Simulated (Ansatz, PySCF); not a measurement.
System: CH2 (charge 0, triplet). SMILES: [CH2]
Coordinates optimised at B3LYP-D3(BJ)/def2-TZVP (Ansatz, a quantum-chemistry and plane-wave program):
```
C
H 1 1.0782
H 1 1.0782 2 135.03
```
Charge 0, spin multiplicity 3.

HF/6-31G* beside other levels, property by property. Terms: valence correlation only; no dispersion term unless named; UHF or UKS for open shells; non-relativistic; each state is the SCF solution reached for its charge and spin; 6-31G* and kin with 6d, 5d where marked; atomisation electronic, to ground-state atoms; no spin-orbit coupling. Basis-set limits of correlation are two-point, X^-3; Hartree-Fock from the larger set (for Q and 5 zeta extrapolated as (X+1)exp(-9√X)). First-principles rows: single points at B3LYP-D3(BJ) geometries (Ansatz), with unscaled harmonic terms from B3LYP/6-31G* at its own minima, enthalpies of formation by atomisation with measured atoms.

Measured values: G2/97 table in ASE (Curtiss et al.); they hold spin-orbit and core effects, anharmonicity. Coupled cluster (Ansatz) is a level with limits of its own, used here on species with T1 under 0.025 (0.045 for open shells) and stable references: (a) CCSD(T)/CBS(aug-cc-pVTZ,aug-cc-pVQZ); (b) CCSD(T)/CBS(cc-pVQZ,cc-pV5Z).

| property | HF/6-31G* (Ansatz) | B3LYP/6-31G* (Ansatz) | M06-2X/6-31G* (5d) (PySCF) | B3LYP/def2-TZVPD (Ansatz) | to compare with |
|---|---|---|---|---|---|
| atomisation energy (kcal/mol) | 153.0 | 190.2 | 190.8 | 191.8 | 189.9 coupled cluster (b) |
| vertical ionisation energy to the doublet (eV) | 9.66 | 10.29 | 10.25 | 10.45 | 10.40 coupled cluster (a) |
| enthalpy of formation at 298 K (kcal/mol) | 131.3 | 94.1 | 93.4 | 92.5 | 93.7 measured |

As the rows show:
- atomisation energy: HF/6-31G* lies 36.9 kcal/mol below coupled cluster.
- vertical ionisation energy to the doublet: HF/6-31G* lies 0.74 eV below coupled cluster.
- enthalpy of formation at 298 K: HF/6-31G* lies 37.6 kcal/mol above the measured value.

The properties are those with a value to compare with, at most eight drawn at random. No case is left out for the size of its miss. Left out are saddle points of the reference geometry, anions that the best level run finds unbound, excited spin states, species near biochemistry, cases with under five habitual levels, runs that failed or whose electronic state is in doubt, and table entries that another table contradicts.
